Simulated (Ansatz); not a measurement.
Z-matrix (Å, degrees):
```
C
S 1 1.804
H 1 1.089 2 109.6
H 1 1.092 2 107.3 3 -119.5
H 1 1.089 2 109.6 3 121.0
S 2 1.944 1 106.2 3 -60.3
```

Total charge 0; spin multiplicity 2.

Task: List the B3LYP/def2-TZVPP orbital energies in eV (Ansatz 0.2.0). (Estimate.)

Result: The calculation gave: α occupied: -2419.44, -2418.10, -277.88, -217.31, -216.03, -161.85, -161.79, -161.74, -160.65, -160.59, -160.34, -22.97, -19.79, -16.45, -12.46, -12.43, -11.35, -9.65, -9.41, -6.84, -6.29. α empty: -0.18, 0.53, 1.48, 2.31, 2.59, 4.06, 4.92, 4.93. β occupied: -2419.37, -2417.99, -277.88, -217.24, -215.93, -161.81, -161.71, -161.57, -160.53, -160.31, -160.28, -22.69, -19.59, -15.87, -12.37, -12.30, -11.20, -9.43, -8.37, -6.62. β empty: -3.59, 0.03, 0.64, 1.51, 2.33, 2.68, 4.16, 4.94. ⟨S²⟩ = 0.755.

B3LYP here is the variant with VWN-RPA as its local correlation; programs differ in this.
